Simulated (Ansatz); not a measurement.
## Relaxing As3Pb

All numbers below come from DFT PBE, scalar-relativistic, plane waves, PAW (Ansatz 0.2.0). Cutoff 420 eV, Γ-centred k mesh, Gaussian smearing, no spin polarisation in the final step.

The start puts As3Pb on the TiAl3 (D0_22) structure type (I4/mmm, No. 139), with Pb in place of Ti, As in place of Al, at a guessed volume.

```
CELL_PARAMETERS angstrom
-2.18839 2.18839 4.88836
2.18839 -2.18839 4.88836
2.18839 2.18839 -4.88836
ATOMIC_POSITIONS crystal
As 0.50000 0.50000 0.00000
As 0.25000 0.75000 0.50000
As 0.75000 0.25000 0.50000
Pb 0.00000 0.00000 0.00000
```

Cell and atoms relax at zero pressure; the relaxation can't lower the symmetry of the start.

Energies over the elements count from the elements' standard structures at the same level, with no empirical corrections.

Describe the relaxed structure.

It keeps I4/mmm (No. 139). The result has the TiAl3 (D0_22) structure. Conventional cell: a = 4.150 Å, c = 10.685 Å. As on Wyckoff site b (1 atom of the primitive cell) is coordinated by 4 Pb at 2.93 Å and 8 As at 3.38 Å; As on Wyckoff site d (2 atoms of the primitive cell) is coordinated by 4 As at 2.93 Å, 4 As at 3.38 Å and 4 Pb at 3.38 Å; Pb is coordinated by 4 As at 2.93 Å and 8 As at 3.38 Å.

```
As Pb
1.0
    -2.07511    2.07511    5.34268
     2.07511   -2.07511    5.34268
     2.07511    2.07511   -5.34268
As Pb
3 1
Direct
  0.50000 0.50000 0.00000
  0.25000 0.75000 0.50000
  0.75000 0.25000 0.50000
  0.00000 0.00000 0.00000
```

What are its volume, energy, density and gap?

The volume per atom is 23.01 Å³ and the density is 7.79 g/cm³. The energy over the elements is 0.41 eV/atom. The gap on the 16×16×16 mesh is 0 eV (a metal).

The final run used a 16×16×16 mesh on its 4-atom cell and 0.10 eV smearing. The k mesh leaves about 4 meV/atom of noise in metals. Spin–orbit coupling is left out. A structure relaxed within its symmetry needn't be a true minimum. The steps took about 6 core-minutes in all.